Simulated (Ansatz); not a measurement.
Ansatz (a first-principles code) input (MP2/6-31G*):

Ansatz 0.2 input:
```yaml
crystal:
  periodic: [false, false, false]
  atoms:
    - {symbol: Na, position_ang: [-0.00000000, -0.00000000, -1.52231061]}
    - {symbol: Cl, position_ang: [0.00000000, 0.00000000, 0.98502451]}
basis:
  gaussian:
    orbitals: 6-31G*
total_charge: -1
magnetization: {spin_polarized: true, initial_magnetization: 1}
correlation: {method: mp2, electrons: outside_noble_gas}
relax: {f_tol: 0.003, max_steps: 120}
```

What final total energy does it give?

-621.55410 Eh.
